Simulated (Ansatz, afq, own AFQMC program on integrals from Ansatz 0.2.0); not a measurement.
Breaking Si2–Br3 in SiBrCl, singlet

```yaml
atoms:
  - { symbol: Cl, position_ang: [0.7220, 1.4325, 0.5421] }
  - { symbol: Si, position_ang: [-0.7702, 0.2997, -0.3858] }
  - { symbol: Br, position_ang: [0.0373, -1.7970, -0.1696] }
```

Products: SiCl (doublet) and Br (doublet), each relaxed with PBE0/def2-SVP like the molecule; electronic energies without zero-point terms. Determinants: RHF, UHF and UHF in that order.

Basis def2-TZVP. Only valence electrons are correlated. AFQMC by an in-house program on the Cholesky factors that Ansatz 0.2.0 writes for its CCSD(T) run. ph-AFQMC/CISD is guided by a CISD state made of CCSD amplitudes; releasing the constraint for a short imaginary time cuts its bias at the price of noise, slowly where states lie close. Uncertainties: one standard error, sampling alone. No spin–orbit coupling. The errors of all members are added in quadrature.

No full CI on the walks' own integrals is used here; CCSDT(Q) serves as the reference and is uncertain by about the last step of the cluster series. Each member takes its own surest rung, up to full CI.

Errors are counted within def2-TZVP, not against nature.

Cautions: inner d shell frozen; no relativity below Rb; no spin-orbit coupling; SiBrCl (singlet): restricted determinant unstable towards unrestricted (UHF 6 meV lower, ⟨S²⟩ 0.10).

```json
{"level": "MP2", "bond energy (kcal/mol)": "91.4"}
{"level": "HF", "bond energy (kcal/mol)": "61.3"}
```

**Question.** From these cheaper values, estimate the bond energy at the reference level in def2-TZVP.

**Answer.** 86.6 kcal/mol (CCSDT(Q) in def2-TZVP).

| level | bond energy (kcal/mol) | error against CCSDT(Q) (kcal/mol) |
| --- | --- | --- |
| CCSD | 83.6 | -3.1 |
| CCSD(T) | 86.6 | 0.0 |
| CCSDT | 86.4 | -0.3 |
| ph-AFQMC/CISD | 86.9 ± 0.2 | 0.3 ± 0.2 |
| released AFQMC | 86.8 ± 0.3 | 0.1 ± 0.3 |

Correlation beyond CCSD(T) changes it by less than 2 meV. The perturbative (T) step is worth +3.1 kcal/mol.

A walk keeps the symmetry of its determinant, which the program's search chose and which needn't be the lowest solution, so a lower state of the same spin and another symmetry isn't excluded. Released energies are given only where the last usable release times agree within the noise; a slower fall can still hide under it.
